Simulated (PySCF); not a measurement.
Molecule: SMILES CN(C)P(C)C, C$_{4}$H$_{12}$NP.

Molfile (atoms numbered from 1):
```
C4H12NP
     RDKit          3D

 18 17  0  0  0  0  0  0  0  0999 V2000
   -1.8467    0.6211    0.2344 C   0  0  0  0  0  0  0  0  0  0  0  0
   -0.7310   -0.1870   -0.2057 N   0  0  0  0  0  0  0  0  0  0  0  0
   -1.1390   -1.5562   -0.4353 C   0  0  0  0  0  0  0  0  0  0  0  0
    0.6939   -0.0542    0.8351 P   0  0  0  0  0  0  0  0  0  0  0  0
    1.0955    1.7241    0.5434 C   0  0  0  0  0  0  0  0  0  0  0  0
    1.9468   -0.7752   -0.3138 C   0  0  0  0  0  0  0  0  0  0  0  0
   -2.6563    0.5608   -0.5118 H   0  0  0  0  0  0  0  0  0  0  0  0
   -1.5600    1.6796    0.3135 H   0  0  0  0  0  0  0  0  0  0  0  0
   -2.2730    0.3079    1.2133 H   0  0  0  0  0  0  0  0  0  0  0  0
   -0.3105   -2.1486   -0.8498 H   0  0  0  0  0  0  0  0  0  0  0  0
   -1.9528   -1.5737   -1.1791 H   0  0  0  0  0  0  0  0  0  0  0  0
   -1.5076   -2.0752    0.4767 H   0  0  0  0  0  0  0  0  0  0  0  0
    2.1317    1.8963    0.8728 H   0  0  0  0  0  0  0  0  0  0  0  0
    1.0011    1.9833   -0.5233 H   0  0  0  0  0  0  0  0  0  0  0  0
    0.4488    2.3818    1.1414 H   0  0  0  0  0  0  0  0  0  0  0  0
    1.8136   -0.3894   -1.3370 H   0  0  0  0  0  0  0  0  0  0  0  0
    1.8896   -1.8731   -0.3251 H   0  0  0  0  0  0  0  0  0  0  0  0
    2.9477   -0.5043    0.0560 H   0  0  0  0  0  0  0  0  0  0  0  0
  1  2  1  0
  2  3  1  0
  2  4  1  0
  4  5  1  0
  4  6  1  0
  1  7  1  0
  1  8  1  0
  1  9  1  0
  3 10  1  0
  3 11  1  0
  3 12  1  0
  5 13  1  0
  5 14  1  0
  5 15  1  0
  6 16  1  0
  6 17  1  0
  6 18  1  0
M  END
```

Geometry PBE0-D3(BJ)/def2-SVP throughout; GIAO in PySCF 2.14.0 with density-fitted response routines, gas phase, one conformer, non-relativistic; equivalent atoms averaged; basis pcSseg-1.

For orientation, B97-2 gives these absolute shieldings σ: C1/C3 142.7, C5/C6 164.6, N2 222.7, P4 274.8, H7/H8/H9/H10/H11/H12 29.22, H13/H14/H15/H16/H17/H18 30.27 ppm.

A run gave: C1/C3 130.3, C5/C6 153.0, N2 205.9, P4 224.9, H7/H8/H9/H10/H11/H12 29.48, H13/H14/H15/H16/H17/H18 30.51 ppm (absolute shieldings σ).

Question: Which functional was used in that run?
A. LC-wPBE
B. BHandHLYP
C. wB97X-D
D. WP04
E. CAM-B3LYP

Answer: D. C1/C3 tells them apart best: WP04 gives 130.3, wB97X-D gives 143.3, CAM-B3LYP gives 141.4, BHandHLYP gives 143.8, LC-wPBE gives 148.9 ppm.
